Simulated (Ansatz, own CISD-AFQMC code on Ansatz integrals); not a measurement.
C2H3Cl, SMILES `C[C]Cl` (singlet; the order of the spin states depends on the level) (charge 0, multiplicity 1). This singlet lies 0.40 eV below the relaxed triplet at the level frozen-core CCSD(T)/cc-pVTZ // B3LYP-D3(BJ)/def2-TZVP (Ansatz); other levels give the other order.

Z-matrix (Å, degrees):
```
C
H 1 1.0931
H 1 1.0980 2 110.80
H 1 1.0983 2 110.70 3 -114.37
C 1 1.4774 2 118.66 4 -122.61
Cl 5 1.7166 1 110.63 2 0.43
```
Charge 0, multiplicity 1.

Frozen-core correlation energies in cc-pVDZ at a geometry from B3LYP-D3(BJ)/def2-TZVP, on an HF energy of -536.87893 Ha (<S^2> = 0.00, restricted and unstable towards unrestricted orbitals). Wave-function levels are from Ansatz, the walk from an own CISD-AFQMC code on Ansatz integrals (time step 0.005/Ha, trial state from CCSD amplitudes, largest double 0.08).

```
level     correlation energy (mHa)
--------  ------------------------
MP2                         -390.5
CCSD                        -432.5
CCSD(T)                     -446.3
CCSDT(Q)                    -448.5
```

What correlation energy does phaseless AFQMC give, and where does it lie among these levels?

-448.3 ± 0.4 mHa (one standard error). AFQMC minus each level: MP2 -57.8 mHa, CCSD -15.7 mHa, CCSD(T) -2.0 mHa, CCSDT(Q) +0.2 mHa.
